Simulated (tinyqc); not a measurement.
Worked calculation: LCCD on RHF in the sto-3g basis, frozen core, for H3O+, spin multiplicity 1. One step of it, computed by the program tinyqc.

Task: Iteration 8 (converged): orbitals. Diagonalise F' = X^T F X, C = X C', fill 5 alpha and 5 beta electrons from the bottom; D = 2 C_occ C_occ^T. Each column has its largest component positive (the first on a tie).

converged F (hartree), lower triangle:
```
             1O 1s      1O 2s     1O 2px     1O 2py     1O 2pz      2H 1s      3H 1s      4H 1s
1O 1s   -20.894290
1O 2s    -5.318701  -3.060080
1O 2px    0.000003   0.000061  -0.985449
1O 2py    0.000000   0.000000   0.000000  -0.985728
1O 2pz    0.023733   0.157867  -0.000052   0.000000  -0.973848
2H 1s    -1.367438  -1.365973  -0.656757   0.000000   0.316432  -1.018418
3H 1s    -1.368837  -1.366895   0.328232  -0.568985   0.316668  -0.556642  -1.019114
4H 1s    -1.368837  -1.366895   0.328232   0.568985   0.316668  -0.556642  -0.556776  -1.019114
```

X, lower triangle:
```
            1O 1s      1O 2s     1O 2px     1O 2py    1O 2pz      2H 1s      3H 1s     4H 1s
1O 1s    1.025314
1O 2s   -0.154541   1.387613
1O 2px   0.000003  -0.000094   1.135104
1O 2py   0.000000   0.000000   0.000000   1.135309
1O 2pz   0.009191  -0.105994   0.000036   0.000000  1.030724
2H 1s    0.020855  -0.299985  -0.297879   0.000000  0.087215   1.253894
3H 1s    0.020865  -0.300377   0.148959  -0.258207  0.087359  -0.090983   1.254249
4H 1s    0.020865  -0.300377   0.148959   0.258207  0.087359  -0.090983  -0.090987  1.254249
```

Give: F' = X^T F X; orbital energies; coefficients C; D after iteration 8.

Result:

F' = X^T F X (hartree), lower triangle:
```
          1        2        3        4        5        6        7        8
1  -20.5047
2   -2.7208  -1.6476
3    0.0000  -0.0001  -0.6651
4    0.0000   0.0000   0.0000  -0.6650
5    0.0347  -0.0405   0.0000   0.0000  -0.9030
6   -0.2321  -0.5501  -0.5716   0.0000   0.1868  -0.2916
7   -0.2326  -0.5506   0.2858  -0.4953   0.1870  -0.1138  -0.2915
8   -0.2326  -0.5506   0.2858   0.4953   0.1870  -0.1138  -0.1139  -0.2915
```

orbital energies (hartree): MO1 -20.9035, MO2 -1.8703, MO3 -1.1629, MO4 -1.1627, MO5 -0.9636, MO6 0.1627, MO7 0.3198, MO8 0.3204

coefficients C:
```
            MO1      MO2      MO3      MO4      MO5      MO6      MO7      MO8
1O 1s    0.9938  -0.2378   0.0000   0.0000  -0.0724  -0.1646  -0.0003   0.0000
1O 2s    0.0295   0.8559   0.0000   0.0001   0.3543   1.1714   0.0021   0.0000
1O 2px   0.0000  -0.0001   0.0000   0.7138  -0.0001   0.0014  -0.9550   0.0000
1O 2py   0.0000   0.0000   0.7138   0.0000   0.0000   0.0000   0.0000   0.9554
1O 2pz  -0.0038  -0.1559   0.0000   0.0001   0.9304  -0.4546  -0.0008   0.0000
2H 1s   -0.0057   0.0921   0.0000   0.3935  -0.0862  -0.6834   1.0667   0.0000
3H 1s   -0.0057   0.0921   0.3407  -0.1966  -0.0862  -0.6816  -0.5349  -0.9249
4H 1s   -0.0057   0.0921  -0.3407  -0.1966  -0.0862  -0.6816  -0.5349   0.9249
```

D after iteration 8, lower triangle:
```
          1O 1s   1O 2s   1O 2px   1O 2py   1O 2pz    2H 1s    3H 1s   4H 1s
1O 1s    2.0989
1O 2s   -0.3998  1.7178
1O 2px   0.0000  0.0000   1.0192
1O 2py   0.0000  0.0000   0.0000   1.0189
1O 2pz  -0.0681  0.3922   0.0000   0.0000   1.7799
2H 1s   -0.0426  0.0963   0.5618   0.0000  -0.1889   0.3415
3H 1s   -0.0426  0.0963  -0.2807   0.4863  -0.1891  -0.1229   0.3414
4H 1s   -0.0426  0.0963  -0.2807  -0.4863  -0.1891  -0.1229  -0.1229  0.3414
```
